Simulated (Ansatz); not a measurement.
Two shapes of singlet NH3.

Shape 1:

```xyz
4

N    -0.0005   -0.0215    0.0765
H     0.9472    0.0340   -0.2489
H    -0.5057    0.8251   -0.2544
H    -0.4459   -0.8553   -0.2864
```

Shape 2:

```xyz
4

N    -0.0054   -0.0382    0.1233
H     0.9568    0.0336   -0.2979
H    -0.4775    0.8326   -0.2138
H    -0.4656   -0.8483   -0.2409
```

Basis set: aug-cc-pVDZ (spherical functions). Left uncorrelated: 1 orbital. Charge 0, multiplicity 1.

Computed with Ansatz (development build ahead of 0.2.0); each method stands on the lowest determinant of its kind that the runs found.

Task: Which shape is lower in energy, and by how much in each method?

Result:

| method | E(2) − E(1) (eV) |
| --- | --- |
| RHF | 0.069 |
| RHF-MP2 | 0.035 |

Shape 1 is lower.
